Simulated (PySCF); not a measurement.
# NaP: the cost of one run

Program: PySCF 2.14.0. Level of theory: each script names its method and basis. These are calculated values, not measurements.

### Step 1. Starting geometry

NaP (triplet): 2 atoms, charge 0, spin multiplicity 3.

Bond lengths: Na1–P2 2.376 Å.

### Step 2. Base script

input.py reads:

```python
from pyscf import gto, dft

mol = gto.M(
    atom='Na 0 0 0; P 0 0 2.376',
    basis='pcseg-2',
    charge=0,
    spin=2,
    verbose=3,
)
mf = dft.UKS(mol, xc='lc_wpbe')
mf.kernel()
mf.dip_moment()
print('orbital energies (hartree):', [e[max(0, n-3):n+3].round(4) for e, n in zip(mf.mo_energy, mol.nelec)])
```

Started as:

```
$ OMP_NUM_THREADS=1 python input.py
```

**Question.** How long does this run take on 1 thread of Intel Xeon Platinum 8259CL at 2.50GHz, shared host, and how much memory does it need?

About 11 s, with a peak of 0.2 GiB.
